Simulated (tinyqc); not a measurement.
Worked calculation (part 1 of 2): RKS/BLYP in the sto-6g basis, for H2F+, spin multiplicity 1. Computed by tinyqc, a small Python program that keeps every step (integrals from PySCF). Settings: charge = 1, multiplicity = 1, basis = sto-6g, energy threshold = 1e-10, iteration cap = 88, orthogonalisation = canonical, start = highest core orbitals, DIIS depth = 0, damping = 0.3, method = RKS, functional = blyp, grid = [30, 86]. Command: `OMP_NUM_THREADS=1 python tinyqc.py 31656 31657 out.jsonl` (the two numbers bound the seeds that draw the settings). One thread of a shared host (Intel(R) Xeon(R) Processor @ 2.60GHz), about 0.8 s of CPU time with the checks. Later iterations appear only in the table of the cycle.

## One-electron integrals

Geometry (angstrom):
```
atom         x          y         z
F     0.000000   0.000000  0.000000
H     0.000000   0.753000  0.537000
H     0.000000  -0.753000  0.537000
```

Basis sto-6g: exponents (1/bohr^2) and contraction coefficients of normalised primitives:
```
element  l (shell)     exponent  coefficient
F            s (1)  1728.626574     0.009164
F            s (1)   316.941790     0.049361
F            s (1)    88.668891     0.168538
F            s (1)    30.460157     0.370563
F            s (1)    11.828570     0.416492
F            s (1)     4.871659     0.130334
F            s (2)    67.032281    -0.013253
F            s (2)    13.267438    -0.046992
F            s (2)     4.123510    -0.033785
F            s (2)     1.586463     0.250242
F            s (2)     0.689002     0.595117
F            s (2)     0.315820     0.240706
F            p (3)    67.032281     0.003760
F            p (3)    13.267438     0.037679
F            p (3)     4.123510     0.173897
F            p (3)     1.586463     0.418036
F            p (3)     0.689002     0.425860
F            p (3)     0.315820     0.101708
H            s (1)    35.523221     0.009164
H            s (1)     6.513144     0.049361
H            s (1)     1.822143     0.168538
H            s (1)     0.625955     0.370563
H            s (1)     0.243077     0.416492
H            s (1)     0.100112     0.130334
```

Overlap, kinetic and nuclear-attraction integrals over the contracted functions; the nuclear repulsion is the sum of Za Zb / Rab.

nuclear repulsion = 10.65036842 hartree

overlap S:
```
           1F 1s     1F 2s    1F 2px     1F 2py    1F 2pz     2H 1s      3H 1s
1F 1s   1.000000  0.232479  0.000000   0.000000  0.000000  0.049733   0.049733
1F 2s   0.232479  1.000000  0.000000   0.000000  0.000000  0.446455   0.446455
1F 2px  0.000000  0.000000  1.000000   0.000000  0.000000  0.000000   0.000000
1F 2py  0.000000  0.000000  0.000000   1.000000  0.000000  0.281242  -0.281242
1F 2pz  0.000000  0.000000  0.000000   0.000000  1.000000  0.200567   0.200567
2H 1s   0.049733  0.446455  0.000000   0.281242  0.200567  1.000000   0.254640
3H 1s   0.049733  0.446455  0.000000  -0.281242  0.200567  0.254640   1.000000
```

kinetic energy T (hartree):
```
            1F 1s      1F 2s    1F 2px     1F 2py    1F 2pz      2H 1s      3H 1s
1F 1s   37.397730  -1.143349  0.000000   0.000000  0.000000  -0.001245  -0.001245
1F 2s   -1.143349   1.082297  0.000000   0.000000  0.000000   0.123348   0.123348
1F 2px   0.000000   0.000000  3.251325   0.000000  0.000000   0.000000   0.000000
1F 2py   0.000000   0.000000  0.000000   3.251325  0.000000   0.215155  -0.215155
1F 2pz   0.000000   0.000000  0.000000   0.000000  3.251325   0.153437   0.153437
2H 1s   -0.001245   0.123348  0.000000   0.215155  0.153437   0.768522   0.008539
3H 1s   -0.001245   0.123348  0.000000  -0.215155  0.153437   0.008539   0.768522
```

nuclear attraction V (hartree):
```
             1F 1s       1F 2s      1F 2px      1F 2py      1F 2pz      2H 1s      3H 1s
1F 1s   -78.966784   -8.131743    0.000000    0.000000   -0.018180  -1.995420  -1.995420
1F 2s    -8.131743  -12.610985    0.000000    0.000000   -0.206099  -4.371183  -4.371183
1F 2px    0.000000    0.000000  -12.533606    0.000000    0.000000   0.000000   0.000000
1F 2py    0.000000    0.000000    0.000000  -12.686450    0.000000  -2.416976   2.416976
1F 2pz   -0.018180   -0.206099    0.000000    0.000000  -12.611339  -1.790152  -1.790152
2H 1s    -1.995420   -4.371183    0.000000   -2.416976   -1.790152  -6.525288  -1.849807
3H 1s    -1.995420   -4.371183    0.000000    2.416976   -1.790152  -1.849807  -6.525288
```

core Hamiltonian H = T + V (hartree):
```
             1F 1s       1F 2s     1F 2px     1F 2py     1F 2pz      2H 1s      3H 1s
1F 1s   -41.569054   -9.275092   0.000000   0.000000  -0.018180  -1.996665  -1.996665
1F 2s    -9.275092  -11.528688   0.000000   0.000000  -0.206099  -4.247834  -4.247834
1F 2px    0.000000    0.000000  -9.282281   0.000000   0.000000   0.000000   0.000000
1F 2py    0.000000    0.000000   0.000000  -9.435125   0.000000  -2.201821   2.201821
1F 2pz   -0.018180   -0.206099   0.000000   0.000000  -9.360014  -1.636714  -1.636714
2H 1s    -1.996665   -4.247834   0.000000  -2.201821  -1.636714  -5.756766  -1.841267
3H 1s    -1.996665   -4.247834   0.000000   2.201821  -1.636714  -1.841267  -5.756766
```

## Two-electron integrals

Functions are numbered as in S; the eight-fold symmetry (ij|kl) = (ji|kl) = (kl|ij) leaves the list below.

Two-electron integrals (ij|kl) in chemists' order, unique and non-zero (hartree):
```
(11|11) 5.406240    (21|11) 0.768129    (21|21) 0.138909    (22|11) 1.266271
(22|21) 0.283987    (22|22) 0.926367    (31|31) 0.029452    (32|31) 0.044681
(32|32) 0.204753    (33|11) 1.266273    (33|21) 0.283987    (33|22) 0.926366
(33|33) 0.998085    (41|41) 0.029452    (42|41) 0.044681    (42|42) 0.204753
(43|43) 0.053789    (44|11) 1.266273    (44|21) 0.283987    (44|22) 0.926366
(44|33) 0.890506    (44|44) 0.998085    (51|51) 0.029452    (52|51) 0.044681
(52|52) 0.204753    (53|53) 0.053789    (54|54) 0.053789    (55|11) 1.266273
(55|21) 0.283987    (55|22) 0.926366    (55|33) 0.890506    (55|44) 0.890506
(55|55) 0.998085    (61|11) 0.175458    (61|21) 0.030401    (61|22) 0.060745
(61|33) 0.060640    (61|41) 0.001070    (61|42) 0.002086    (61|44) 0.060850
(61|51) 0.000763    (61|52) 0.001487    (61|54) 0.000150    (61|55) 0.060747
(61|61) 0.006764    (62|11) 0.417858    (62|21) 0.094996    (62|22) 0.342532
(62|33) 0.337818    (62|41) 0.005562    (62|42) 0.040805    (62|44) 0.347191
(62|51) 0.003967    (62|52) 0.029100    (62|54) 0.006684    (62|55) 0.342585
(62|61) 0.020765    (62|62) 0.152542    (63|31) 0.010882    (63|32) 0.061151
(63|43) 0.008634    (63|53) 0.006157    (63|63) 0.023149    (64|11) 0.221248
(64|21) 0.051038    (64|22) 0.196765    (64|33) 0.188206    (64|41) 0.013563
(64|42) 0.083817    (64|44) 0.211048    (64|51) 0.001912    (64|52) 0.016164
(64|54) 0.010132    (64|55) 0.191040    (64|61) 0.011680    (64|62) 0.107544
(64|64) 0.098626    (65|11) 0.157783    (65|21) 0.036397    (65|22) 0.140322
(65|33) 0.134218    (65|41) 0.001912    (65|42) 0.016164    (65|44) 0.138193
(65|51) 0.012245    (65|52) 0.072678    (65|54) 0.011469    (65|55) 0.148555
(65|61) 0.008330    (65|62) 0.076695    (65|64) 0.053826    (65|65) 0.061535
(66|11) 0.547733    (66|21) 0.126848    (66|22) 0.523298    (66|33) 0.505063
(66|41) 0.010049    (66|42) 0.100660    (66|44) 0.541325    (66|51) 0.007167
(66|52) 0.071785    (66|54) 0.025860    (66|55) 0.523505    (66|61) 0.027984
(66|62) 0.290688    (66|64) 0.237985    (66|65) 0.169718    (66|66) 0.774999
(71|11) 0.175458    (71|21) 0.030401    (71|22) 0.060745    (71|33) 0.060640
(71|41) -0.001070   (71|42) -0.002086   (71|44) 0.060850    (71|51) 0.000763
(71|52) 0.001487    (71|54) -0.000150   (71|55) 0.060747    (71|61) 0.006681
(71|62) 0.020179    (71|64) 0.010319    (71|65) 0.008089    (71|66) 0.026861
(71|71) 0.006764    (72|11) 0.417858    (72|21) 0.094996    (72|22) 0.342532
(72|33) 0.337818    (72|41) -0.005562   (72|42) -0.040805   (72|44) 0.347191
(72|51) 0.003967    (72|52) 0.029100    (72|54) -0.006684   (72|55) 0.342585
(72|61) 0.020179    (72|62) 0.127384    (72|64) 0.061116    (72|65) 0.062154
(72|66) 0.201881    (72|71) 0.020765    (72|72) 0.152542    (73|31) 0.010882
(73|32) 0.061151    (73|43) -0.008634   (73|53) 0.006157    (73|63) 0.018833
(73|73) 0.023149    (74|11) -0.221248   (74|21) -0.051038   (74|22) -0.196765
(74|33) -0.188206   (74|41) 0.013563    (74|42) 0.083817    (74|44) -0.211048
(74|51) -0.001912   (74|52) -0.016164   (74|54) 0.010132    (74|55) -0.191040
(74|61) -0.010319   (74|62) -0.061116   (74|64) -0.010641   (74|65) -0.029130
(74|66) -0.084587   (74|71) -0.011680   (74|72) -0.107544   (74|74) 0.098626
(75|11) 0.157783    (75|21) 0.036397    (75|22) 0.140322    (75|33) 0.134218
(75|41) -0.001912   (75|42) -0.016164   (75|44) 0.138193    (75|51) 0.012245
(75|52) 0.072678    (75|54) -0.011469   (75|55) 0.148555    (75|61) 0.008089
(75|62) 0.062154    (75|64) 0.029130    (75|65) 0.048813    (75|66) 0.109460
(75|71) 0.008330    (75|72) 0.076695    (75|74) -0.053826   (75|75) 0.061535
(76|11) 0.168257    (76|21) 0.038666    (76|22) 0.151733    (76|33) 0.148922
(76|44) 0.151670    (76|51) 0.002594    (76|52) 0.022820    (76|55) 0.154607
(76|61) 0.008370    (76|62) 0.067775    (76|64) 0.041324    (76|65) 0.038834
(76|66) 0.136135    (76|71) 0.008370    (76|72) 0.067775    (76|74) -0.041324
(76|75) 0.038834    (76|76) 0.036715    (77|11) 0.547733    (77|21) 0.126848
(77|22) 0.523298    (77|33) 0.505063    (77|41) -0.010049   (77|42) -0.100660
(77|44) 0.541325    (77|51) 0.007167    (77|52) 0.071785    (77|54) -0.025860
(77|55) 0.523505    (77|61) 0.026861    (77|62) 0.201881    (77|64) 0.084587
(77|65) 0.109460    (77|66) 0.344570    (77|71) 0.027984    (77|72) 0.290688
(77|74) -0.237985   (77|75) 0.169718    (77|76) 0.136135    (77|77) 0.774999
```

## Orthogonalisation

S = U s U^T; canonical form X = U s^(-1/2), so that X^T S X = 1. Each column of U has its largest component positive (the first on a tie).

eigenvalues of S: 0.398744  0.455063  0.899882  1.000000  1.082715  1.290297  1.873299

X:
```
                1          2          3         4          5          6         7
1F 1s   -0.325503   0.000000   0.743865  0.000000  -0.617418   0.000000  0.158531
1F 2s    1.131594   0.000000  -0.249451  0.000000  -0.277454   0.000000  0.432284
1F 2px   0.000000   0.000000   0.000000  1.000000   0.000000   0.000000  0.000000
1F 2py   0.000000   0.873940   0.000000  0.000000   0.000000   0.711089  0.000000
1F 2pz   0.451820   0.000000   0.663913  0.000000   0.654936   0.000000  0.175242
2H 1s   -0.677229  -0.846678  -0.165704  0.000000   0.135050   0.366993  0.381514
3H 1s   -0.677229   0.846678  -0.165704  0.000000   0.135050  -0.366993  0.381514
```

## Starting guess

The start is the highest orbitals of the core Hamiltonian (a deliberately bad start); D = 2 C_occ C_occ^T.

D at the start:
```
            1F 1s      1F 2s    1F 2px     1F 2py     1F 2pz      2H 1s      3H 1s
1F 1s    0.014634  -0.094545  0.000000   0.000000   0.121073   0.064882   0.064882
1F 2s   -0.094545   0.785125  0.000000   0.000000  -0.386430  -0.827486  -0.827486
1F 2px   0.000000   0.000000  2.000000   0.000000   0.000000   0.000000   0.000000
1F 2py   0.000000   0.000000  0.000000   2.538838   0.000000  -0.957963   0.957963
1F 2pz   0.121073  -0.386430  0.000000   0.000000   1.900344  -0.390300  -0.390300
2H 1s    0.064882  -0.827486  0.000000  -0.957963  -0.390300   2.947203  -0.458987
3H 1s    0.064882  -0.827486  0.000000   0.957963  -0.390300  -0.458987   2.947203
```

## Iteration 1: exchange-correlation on the grid

Becke grid with 30 radial and 86 angular points per atom, points of zero weight dropped. rho = sum D_ij phi_i phi_j; V_xc,ij = sum w v_xc phi_i phi_j plus the gradient terms; v_xc is d(rho eps)/d rho at fixed gradient.

The 8 grid points with the largest w rho, of 7724 (bohr, atomic units):
```
x                  y          z         w       rho  |grad rho|^2     eps_xc       v_xc
0.000000   -0.372970  -0.924176  0.029512  0.555712      2.935499  -0.694830  -0.822070
0.000000    0.372970  -0.924176  0.029512  0.555712      2.935499  -0.694830  -0.822070
0.188420   -0.691992  -0.691992  0.029546  0.554574      3.008334  -0.695467  -0.820927
-0.188420  -0.691992  -0.691992  0.029546  0.554574      3.008334  -0.695467  -0.820927
-0.188420   0.691992  -0.691992  0.029546  0.554574      3.008334  -0.695467  -0.820927
0.188420    0.691992  -0.691992  0.029546  0.554574      3.008334  -0.695467  -0.820927
0.153176   -0.562553  -0.562553  0.016931  0.956685      6.595654  -0.805287  -0.991812
-0.153176  -0.562553  -0.562553  0.016931  0.956685      6.595654  -0.805287  -0.991812
```

electrons on the grid, sum of w rho = 9.999873

E_xc = sum of w rho eps_xc = -5.89605974 hartree

V_xc (hartree):
```
            1F 1s      1F 2s     1F 2px     1F 2py     1F 2pz      2H 1s      3H 1s
1F 1s   -0.981235  -0.249130   0.000000   0.000000  -0.006336  -0.052369  -0.052369
1F 2s   -0.249130  -0.862341   0.000000   0.000000   0.047090  -0.309297  -0.309297
1F 2px   0.000000   0.000000  -0.856799   0.000000   0.000000   0.000000   0.000000
1F 2py   0.000000   0.000000   0.000000  -0.884936   0.000000  -0.188506   0.188506
1F 2pz  -0.006336   0.047090   0.000000   0.000000  -0.845255  -0.120930  -0.120930
2H 1s   -0.052369  -0.309297   0.000000  -0.188506  -0.120930  -0.577739  -0.133948
3H 1s   -0.052369  -0.309297   0.000000   0.188506  -0.120930  -0.133948  -0.577739
```

## Iteration 1: building the Kohn-Sham matrix

J_ij = sum D_kl (ij|kl); F = H + J + V_xc; E = tr D H + tr D J / 2 + E_xc + E_nn.

Coulomb J (hartree):
```
            1F 1s      1F 2s    1F 2px     1F 2py     1F 2pz     2H 1s      3H 1s
1F 1s    9.724247   2.189849  0.000000   0.000000  -0.026912  0.467729   0.467729
1F 2s    2.189849   7.511393  0.000000   0.000000  -0.016581  2.943684   2.943684
1F 2px   0.000000   0.000000  7.448632   0.000000   0.000000  0.000000   0.000000
1F 2py   0.000000   0.000000  0.000000   7.593121   0.000000  1.773684  -1.773684
1F 2pz  -0.026912  -0.016581  0.000000   0.000000   7.492406  1.268392   1.268392
2H 1s    0.467729   2.943684  0.000000   1.773684   1.268392  5.251050   1.401589
3H 1s    0.467729   2.943684  0.000000  -1.773684   1.268392  1.401589   5.251050
```

Kohn-Sham matrix F (hartree):
```
             1F 1s      1F 2s     1F 2px     1F 2py     1F 2pz      2H 1s      3H 1s
1F 1s   -32.826042  -7.334373   0.000000   0.000000  -0.051428  -1.581306  -1.581306
1F 2s    -7.334373  -4.879637   0.000000   0.000000  -0.175590  -1.613448  -1.613448
1F 2px    0.000000   0.000000  -2.690447   0.000000   0.000000   0.000000   0.000000
1F 2py    0.000000   0.000000   0.000000  -2.726940   0.000000  -0.616643   0.616643
1F 2pz   -0.051428  -0.175590   0.000000   0.000000  -2.712863  -0.489252  -0.489252
2H 1s    -1.581306  -1.613448   0.000000  -0.616643  -0.489252  -1.083454  -0.573627
3H 1s    -1.581306  -1.613448   0.000000   0.616643  -0.489252  -0.573627  -1.083454
```

total energy of this density = -38.35538051 hartree

This density is the starting one.

## Iteration 1: diagonalisation and new density

Diagonalise F' = X^T F X, C = X C', fill 5 alpha and 5 beta electrons from the bottom; D = 2 C_occ C_occ^T; the new density keeps 0.3 of the old one (damping). Each column has its largest component positive (the first on a tie).

F' = X^T F X (hartree):
```
           1          2           3          4           5          6          7
1  -2.411245   0.000000    3.248137   0.000000   -3.094178   0.000000  -0.173836
2   0.000000  -0.988581    0.000000   0.000000    0.000000  -1.030858   0.000000
3   3.248137   0.000000  -16.296764   0.000000   13.411745   0.000000  -6.069827
4   0.000000   0.000000    0.000000  -2.690447    0.000000   0.000000   0.000000
5  -3.094178   0.000000   13.411745   0.000000  -15.924480   0.000000   6.118129
6   0.000000  -1.030858    0.000000   0.000000    0.000000  -2.159891   0.000000
7  -0.173836   0.000000   -6.069827   0.000000    6.118129   0.000000  -4.915025
```

orbital energies (hartree): MO1 -32.829781, MO2 -3.539244, MO3 -2.759841, MO4 -2.690447, MO5 -2.680239, MO6 -0.498251, MO7 -0.388630

coefficients C:
```
              MO1        MO2        MO3       MO4        MO5        MO6        MO7
1F 1s    1.002788  -0.233463   0.000000  0.000000   0.050660   0.054483   0.000000
1F 2s   -0.013604   1.102787   0.000000  0.000000  -0.218579  -0.585218   0.000000
1F 2px   0.000000   0.000000   0.000000  1.000000   0.000000   0.000000   0.000000
1F 2py   0.000000   0.000000   1.054179  0.000000   0.000000   0.000000  -0.397650
1F 2pz   0.000367   0.287853   0.000000  0.000000   0.983242  -0.234411   0.000000
2H 1s    0.003128  -0.127479  -0.108698  0.000000  -0.038262   0.795087   0.916369
3H 1s    0.003128  -0.127479   0.108698  0.000000  -0.038262   0.795087  -0.916369
```

D after iteration 1:
```
            1F 1s      1F 2s    1F 2px     1F 2py     1F 2pz      2H 1s      3H 1s
1F 1s    1.492108  -0.423408  0.000000   0.000000   0.012488   0.062808   0.062808
1F 2s   -0.423408   2.005278  0.000000   0.000000   0.027599  -0.433412  -0.433412
1F 2px   0.000000   0.000000  2.000000   0.000000   0.000000   0.000000   0.000000
1F 2py   0.000000   0.000000  0.000000   2.317462   0.000000  -0.447811   0.447811
1F 2pz   0.012488   0.027599  0.000000   0.000000   2.039576  -0.221131  -0.221131
2H 1s    0.062808  -0.433412  0.000000  -0.447811  -0.221131   0.925517  -0.129423
3H 1s    0.062808  -0.433412  0.000000   0.447811  -0.221131  -0.129423   0.925517
```

## Iteration 2: exchange-correlation on the grid

As before.

The 8 grid points with the largest w rho, of 7724 (bohr, atomic units):
```
x                  y          z         w       rho  |grad rho|^2     eps_xc       v_xc
0.188420   -0.691992  -0.691992  0.029546  0.576742      3.213616  -0.702877  -0.831969
-0.188420  -0.691992  -0.691992  0.029546  0.576742      3.213616  -0.702877  -0.831969
-0.188420   0.691992  -0.691992  0.029546  0.576742      3.213616  -0.702877  -0.831969
0.188420    0.691992  -0.691992  0.029546  0.576742      3.213616  -0.702877  -0.831969
-0.575386  -0.575386  -0.575386  0.029743  0.567394      3.102817  -0.699497  -0.827502
0.575386   -0.575386  -0.575386  0.029743  0.567394      3.102817  -0.699497  -0.827502
-0.575386   0.575386  -0.575386  0.029743  0.567394      3.102817  -0.699497  -0.827502
0.575386    0.575386  -0.575386  0.029743  0.567394      3.102817  -0.699497  -0.827502
```

electrons on the grid, sum of w rho = 10.000076

E_xc = sum of w rho eps_xc = -9.40972106 hartree

V_xc (hartree):
```
            1F 1s      1F 2s     1F 2px     1F 2py     1F 2pz      2H 1s      3H 1s
1F 1s   -3.230031  -0.415250   0.000000   0.000000   0.000784  -0.097544  -0.097544
1F 2s   -0.415250  -0.925060   0.000000   0.000000   0.008344  -0.314739  -0.314739
1F 2px   0.000000   0.000000  -0.921637   0.000000   0.000000   0.000000   0.000000
1F 2py   0.000000   0.000000   0.000000  -0.931605   0.000000  -0.176177   0.176177
1F 2pz   0.000784   0.008344   0.000000   0.000000  -0.921777  -0.123056  -0.123056
2H 1s   -0.097544  -0.314739   0.000000  -0.176177  -0.123056  -0.461681  -0.124515
3H 1s   -0.097544  -0.314739   0.000000   0.176177  -0.123056  -0.124515  -0.461681
```
